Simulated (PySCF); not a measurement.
Computed properties of P₂, SMILES P#P

diphosphorus (P₂), SMILES P#P. The structure is a stationary point at B3LYP-D3(BJ)/def2-TZVPD. The values are those of a single conformer. All values are computed for the isolated molecule unless a solvent is named; none is compared with measurement here.

**Structure.** The optimised structure has D∞h symmetry. All 1 harmonic modes at B3LYP-D3(BJ)/def2-TZVPD (PySCF) are real, so it is a minimum.

**Vibrations.** No mode carries more than 0.5 km/mol of infrared intensity. The softest mode is at 812 cm⁻¹ and the zero-point energy is 1.2 kcal/mol.

**Electronic structure.** CAM-B3LYP/def2-TZVPD (PySCF) places the frontier levels at -9.24 and -1.49 eV, a gap of 7.75 eV, and gives a dipole moment of 0.00 D and a mean polarisability of 49.2 bohr³.

**Excitations.** TDDFT-B3LYP/def2-TZVPD (PySCF) has S1 at 3.55 eV (349 nm, f = 0.000, dark); the most intense of the 10 singlets computed lies at 7.52 eV (f = 0.33). Strengths of degenerate partners are summed. T1 (TDA) is at 2.65 eV. No vertical singlet excitation falls in the visible range (under 3.1 eV).
